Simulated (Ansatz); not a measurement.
This script drives Ansatz's Python interface.

`c4h5f_torsion.py`
```python
'''Rigid torsion scan of C4H5F.'''

import warnings

import ansatz as az
from ase import Atoms

warnings.simplefilter('ignore', az.DeckWarning)

atoms = Atoms(['C', 'C', 'C', 'C', 'F', 'H', 'H', 'H', 'H', 'H'], positions=[
    [-1.1354, -0.8131, -0.3504],
    [0.0178, -0.1585, 0.1279],
    [0.9854, 0.0096, 0.9321],
    [0.9974, 0.9173, -0.1721],
    [0.5169, 2.1938, 0.0562],
    [-1.9987, -0.024, -0.4144],
    [-1.0048, -1.1774, -1.3604],
    [-1.4634, -1.5677, 0.2862],
    [1.5484, -0.258, 1.8636],
    [1.6196, 0.8267, -0.9658],
])

# start the scan from a relaxed geometry
first = (
    az.Crystal.molecule_from_ase(atoms).calculation()
    .basis(gaussian='6-31G*')
    .functional('r2scan0')
    .relax(force_tolerance=0.02, max_steps=80)
)
atoms.positions = first.run(threads=1).report['positions_ang']

start = atoms.get_dihedral(2, 1, 0, 5)
energies = {}
for turn in range(0, 121, 15):
    turned = atoms.copy()
    turned.set_dihedral(2, 1, 0, 5, start + turn, indices=[0, 5, 6, 7])
    setup = az.Crystal.molecule_from_ase(turned).calculation()
    setup = setup.basis(gaussian='6-31G*')
    setup = setup.functional('r2scan0')
    energies[round((start + turn) % 360)] = setup.run(threads=1).report['free_energy_ev']
floor = min(energies.values())
print('dihedral C2-C1-C0-H5 (deg)   E - E(min) (eV)')
for angle, e in sorted(energies.items()):
    print(f'{angle:8d} {(e - floor):14.3f}  ' + '#' * int(30 * (e - floor) / max(max(energies.values()) - floor, 1e-9)))
```

It is started by `python c4h5f_torsion.py`. Estimate its wall time and peak memory on 1 thread of Intel(R) Xeon(R) Platinum 8259CL CPU @ 2.50GHz (Skylake/Cascade Lake), with other jobs on the host.

It took about 74 s, with a peak of 0.27 GiB, for 10 runs of the engine.

Output of `python c4h5f_torsion.py`:
```text
dihedral C2-C1-C0-H5 (deg)   E - E(min) (eV)
     118          0.000
     133          0.008  ####
     148          0.025  ###############
     163          0.042  #########################
     178          0.050  ##############################
     193          0.044  ##########################
     208          0.029  #################
     223          0.014  ########
     238          0.007  ####
```

These settings explore the input space; basis and method may be short of convergence. The scan is rigid and the energies are electronic, in a modest basis. With rigid groups the curve can differ much from the relaxed path, the start wasn't checked as a minimum of this torsion, and equivalent turns needn't return to the same energy.

(Lines on the test bed's own set-up are left out of the output.)
